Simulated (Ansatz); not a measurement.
Two isomers of C7H16: A = `CC(C)C(C)(C)C`, B = `CC(C)CC(C)C`.

Gas-phase electronic energies from Ansatz, PBE0-D4/def2-TZVP geometries. CCSD(T)/CBS adds triple-zeta CCSD(T) − MP2 to the extrapolated MP2 energy (def2 sets, frozen cores). Functionals use def2-TZVPP. Each species was taken in one conformer, which may not be the lowest.

Q: Which is lower in electronic energy at CCSD(T)/CBS, and by how much? (Estimate.)

A: The calculation gave: B, by 0.4 kJ/mol. So small a gap doesn't settle the order.

Q: Give E(B) − E(A) in kJ/mol with B2PLYP, ωB97M-V, HF/def2-TZVPP, BLYP-D4, CCSD/def2-TZVPP, CCSD(T)/def2-SVP, PBE0-D4. (Estimate.)

A: Ansatz gave: B2PLYP -6.7, ωB97M-V -1.3, HF/def2-TZVPP -17.0, BLYP-D4 -3.4, CCSD/def2-TZVPP -2.6, CCSD(T)/def2-SVP -1.2, PBE0-D4 -4.2. None reverses the order clearly.

Largest T1 diagnostic: 0.009.

From BLYP to BHLYP (50 % exact exchange), in def2-TZVPP and without D4, E(B) − E(A) moves by +3.1 kJ/mol. The D4 term adds +8.3 kJ/mol with B3LYP and +4.5 kJ/mol with PBE0; it sums over pairs of atoms, weighted by their polarisabilities, and B3LYP, whose exchange is more repulsive, gets the larger term.

B3LYP here is the variant with VWN-RPA as its local correlation; programs differ in this.
